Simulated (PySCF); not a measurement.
**Dipole moment and polarisability of `C[C@@H]1CCC1=S`**

Species: C5H8S.
SMILES with atom numbers: `[CH3:1][C@@H:2]1[CH2:3][CH2:4][C:5]1=[S:6]` (hydrogens: H7, H8, H9 on C1; H10 on C2; H11, H12 on C3; H13, H14 on C4)

Cartesian coordinates in Å at the GFN2-xTB level; atoms count from 1:
```
atom  x, y, z in Å
C1    -1.6988   -0.2333    0.4067
C2    -0.4571   -0.1504   -0.4681
C3     0.8028   -0.9108    0.0032
C4     1.5889    0.4130    0.0167
C5     0.3285    1.1287   -0.3598
S6    -0.0623    2.6812   -0.5215
H7    -2.1427   -1.2240    0.3420
H8    -1.4457   -0.0294    1.4446
H9    -2.4290    0.5026    0.0790
H10   -0.7323   -0.3701   -1.5034
H11    1.1746   -1.6587   -0.6926
H12    0.6897   -1.3606    0.9866
H13    2.0063    0.7159    0.9769
H14    2.3764    0.4955   -0.7325
```

Level: CAM-B3LYP/def2-SVPD (PySCF), static field, nuclei fixed, core orbitals frozen in the response. The polarisability tensor in these axes (au):

```
x   78.59 -2.41  1.11
y   -2.41 96.26 -4.81
z    1.11 -4.81 62.27
```

What are the eigenvalues, a third of the trace, and Δα (Δα² = ½Σ(αi − αj)² over the three pairs)?

Principal values 61.56, 78.28 and 97.27 au; mean 79.04 au = 11.71 Å³ = 13.03 × 10⁻⁴⁰ C²·m²/J; Δα = 30.94 au (39 % of the mean).

What is the dipole moment, and where does it point?

(0.53, -2.91, 0.31) D, 2.97 D in size, pointing from the negative to the positive side. Measured along this direction, the outermost atoms are S6 at the negative end and H11 at the positive end.

Give the principal axes and the span of the nuclei along them.

Largest value along (-0.13, 0.98, -0.14), where the nuclei span 4.40 Å; middle along (0.99, 0.14, 0.03), 4.73 Å; least along (-0.05, 0.13, 0.99), 3.00 Å. The strongest response doesn't lie along the longest of the three spans.

Rayleigh depolarisation ratio (linearly polarised light, static tensor)?

ρ = 3Δα²/(45ᾱ² + 4Δα²) = 2872.1/(281124 + 3829.5) = 0.0101.

Sum over states: ᾱ = Σ f/ω², ω in Eh. What share falls to these 8 lowest TDDFT singlets (eV, f)? 2.52, 0.0000; 5.60, 0.2151; 5.79, 0.0154; 6.15, 0.0757; 6.22, 0.0045; 6.65, 0.0177; 6.99, 0.0009; 7.20, 0.0068.

They add up to 7.39 au, 9.3 % of the 79.04 au; the largest single term is 5.08 au, from the state at 5.60 eV. Terms in order: 0.00, 5.08, 0.34, 1.48, 0.09, 0.30, 0.01, 0.10 au. Higher excitations give the rest. The strengths listed sum to 0.336.

Isolated species at its GFN2-xTB geometry, gas phase.

These values come from a run that also computed excited states. On one thread of an Arm Neoverse N1, shared host, this took 47 s of wall time and 0.85 GiB of memory at its peak.
